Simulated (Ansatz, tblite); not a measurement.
# The cluster Cu2F2−: rung by rung

Aim: run the doublet of the cluster Cu2F2− at one geometry on many levels, and compare frontier levels, spin and run time.

Method: as each input shows; program: Ansatz 0.2.0, Gaussian basis.

Plan: GFN1-xTB, GFN2-xTB, PBE-D4/def2-TZVPD, r2SCAN-D4/def2-TZVPD, ωB97X-V/def2-TZVPD, B97M-V/def2-TZVPD, B3LYP-D4/def2-TZVPD, r2SCAN0-D4/def2-TZVPD, B2PLYP/def2-TZVPD, PBE-D4/def2-SVPD, PBE0-D4/def2-SVPD, HF/6-31G, B3LYP-D4/6-31G, CCSD(T)/def2-SVPD, MP2/def2-TZVPD, RPA/def2-TZVPD.

### Step 1. The relaxed structure

The geometry is that of the doublet, from an earlier relaxation (PBE0-D4/def2-SVPD). At that level it is the lowest of the isomers that a small search found.

4 atoms, charge -1, spin multiplicity 2.

Bond lengths: Cu1–F3 1.980 Å, Cu2–F3 1.869 Å, Cu2–F4 1.809 Å. Angles: F3–Cu2–F4 175.0°, Cu1–F3–Cu2 84.8°.

No spin-orbit coupling is included. The ion is computed in the gas phase, without counter-ions or solvent.

PBE0-D4/def2-TZVPD was run before; its log isn't repeated, and its numbers join the tables.

### Step 2. GFN1-xTB

Tight binding, by tblite at 300 K electronic temperature and without a spin-polarisation term:

```python
tblite.interface.Calculator('GFN1-xTB', numbers, positions, charge=-1, uhf=1).singlepoint()
```

Energy -531.8394 eV; 0.002 s.

### Step 3. GFN2-xTB

Tight binding, by tblite at 300 K electronic temperature and without a spin-polarisation term:

```python
tblite.interface.Calculator('GFN2-xTB', numbers, positions, charge=-1, uhf=1).singlepoint()
```

Energy -475.4824 eV; 0.003 s.

### Step 4. PBE-D4/def2-TZVPD

start.molden holds the orbitals of an earlier run on this state, given as this run's starting guess.

in.yaml

```yaml
crystal:
  periodic: [false, false, false]
  atoms:
    - {symbol: Cu, position_ang: [1.796633, -0.793619, -0.092383]}
    - {symbol: Cu, position_ang: [-0.554311, 0.300259, 0.027815]}
    - {symbol: F, position_ang: [-0.049966, -1.499409, 0.022411]}
    - {symbol: F, position_ang: [-1.192346, 1.992769, 0.042156]}
basis:
  gaussian: {orbitals: def2-TZVPD, initial_orbitals: start.molden}
total_charge: -1
magnetization: {spin_polarized: true, initial_magnetization: 1}
hamiltonian: {xc: pbe, dispersion: d4}
scf: {omitted_lower_state_checks: [starts]}
output: {orbitals: {seedname: orbitals}}
```

Run with:

```bash
$ ansatz run in.yaml --threads 4 --pin off --events-out ev --progress --plain --max-ram 3916MiB
```

The runs that follow: r2SCAN-D4/def2-TZVPD; ωB97X-V/def2-TZVPD; B97M-V/def2-TZVPD; B3LYP-D4/def2-TZVPD; r2SCAN0-D4/def2-TZVPD; B2PLYP/def2-TZVPD; PBE-D4/def2-SVPD; PBE0-D4/def2-SVPD; HF/6-31G; B3LYP-D4/6-31G; CCSD(T)/def2-SVPD; MP2/def2-TZVPD; RPA/def2-TZVPD.

Q: Predict the results of all the runs planned. Wanted: gap in def2-TZVPD, named functionals, smallest and largest; correlation energy, CCSD(T)/def2-SVPD; correlation energy, MP2/def2-TZVPD; ⟨S²⟩ in def2-TZVPD, named functionals, smallest and largest; PBE0 total energy, smallest basis above largest.

The runs gave:

| quantity | value |
| --- | --- |
| gap in def2-TZVPD, named functionals, smallest and largest | 0.60 eV (B97M-V), 6.08 eV (ωB97X-V) |
| correlation energy, CCSD(T)/def2-SVPD | -27.86 eV |
| correlation energy, MP2/def2-TZVPD | -38.20 eV |
| ⟨S²⟩ in def2-TZVPD, named functionals, smallest and largest | 0.754, 0.759 |
| PBE0 total energy, smallest basis above largest | 19.13 eV (def2-SVPD, def2-TZVPD) |

**Reading.** Orbital gaps of the named functionals in def2-TZVPD span 0.60 eV (B97M-V) to 6.08 eV (ωB97X-V); exact exchange widens it. Over the named functionals in def2-TZVPD spin contamination reaches 0.01 (r2SCAN0-D4), which is small. PBE-D4, r2SCAN-D4, B97M-V put the HOMO above zero: the outermost electron is held by the basis alone.
